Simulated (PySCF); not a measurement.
**BCl+: bond curves at several levels of theory**

One job finds the state of BCl+, follows it along the bond with each method and fits the curves.

Program: PySCF 2.14.0. Level of theory: B 6-31G(d,p), Cl 6-31G(d,p), no relativity. These are calculated values, not measurements.

## Step 1: The job

The job is set up so:

```yaml
atoms: B, Cl
charge: 1
basis: B 6-31G(d,p), Cl 6-31G(d,p)
Hamiltonian: no relativity
basis_functions: 32
electrons_treated: 21
masses_in_u: 11.0093, 34.9689
levels: PBE0, PBE, r²SCAN, B3LYP, MN15, BP86, ωB97X, HF, MP2, SCS-MP2, CCSD, CCSD(T)
grid: 80 radial by 434 angular points
occupations: held fixed by the projection of orbital angular momentum
dissociation_limit: B+ + Cl, each in its ground configuration
starting_distance_in_angstrom: 1.885
values_of_2S_to_try: 1, 3
```

Command:

```sh
$ OMP_NUM_THREADS=1 python dia.py task.json out
```

After this run come: PBE0 along the bond; Other states along the same grid; PBE; r²SCAN; B3LYP (global hybrid GGA); MN15; BP86; ωB97X (range-separated hybrid); UHF (mean field); Correlated methods on the Hartree–Fock reference.

What does the calculation give? Wanted: for each run, Re; ωe; De; μ.

The runs gave:

Lowest PBE0 solution found, without spin–orbit coupling: ²Σ⁺ (doublet), unpaired electrons σ ↑. State 2 has its PBE0 minimum 5.23 eV higher. The other levels ran on the lowest alone.

```
      level  Re (Å)  ωe (cm⁻¹)  De (eV)  μ (D)
        UHF   1.596       1194     2.84  -3.49
    UHF-MP2   1.595       1211     3.73    n/a
UHF-SCS-MP2   1.597       1197     3.42    n/a
   UHF-CCSD   1.599       1183     3.07    n/a
UHF-CCSD(T)   1.603       1170     3.24    n/a
        PBE   1.614       1124     4.34  -2.77
       BP86   1.617       1114     4.20  -2.81
     r²SCAN   1.605       1155     4.38  -2.93
      B3LYP   1.608       1139     3.88  -2.94
       PBE0   1.601       1166     4.07  -2.94
       MN15   1.598       1174     3.79  -3.13
      ωB97X   1.604       1157     3.71  -3.09
```

De is counted to B+ + Cl in their ground configurations. A positive dipole points from B to Cl; in an ion it is taken about the centre of mass and does not tell which atom is negative.

Differences from CCSD(T) in the same basis:

| level | Re (mÅ) | ωe (%) |
| --- | --- | --- |
| UHF | -7 | +2.1 |
| UHF-MP2 | -8 | +3.5 |
| UHF-SCS-MP2 | -6 | +2.3 |
| UHF-CCSD | -4 | +1.1 |
| PBE | +11 | -3.9 |
| BP86 | +14 | -4.8 |
| r²SCAN | +2 | -1.2 |
| B3LYP | +5 | -2.7 |
| PBE0 | -1 | -0.4 |
| MN15 | -4 | +0.3 |
| ωB97X | +1 | -1.1 |

What this shows: Against CCSD(T) in the same basis, the bond length is nearest at PBE0 and ωB97X (1 mÅ off) and farthest at BP86 (+14 mÅ); the wavenumber is nearest at MN15 (+0.3 %) and farthest at BP86 (-4.8 %). Hartree–Fock falls on the short and stiff side, its usual fault. PBE gives a bond that is too long and too soft, as GGAs tend to. CCSD(T) in a basis this small is itself some way from its limit, more so than the functionals. Of the levels with a De here, UHF gives the least (2.84 eV) and r²SCAN the most (4.38 eV).

Correlated steps freeze 6 core orbitals.
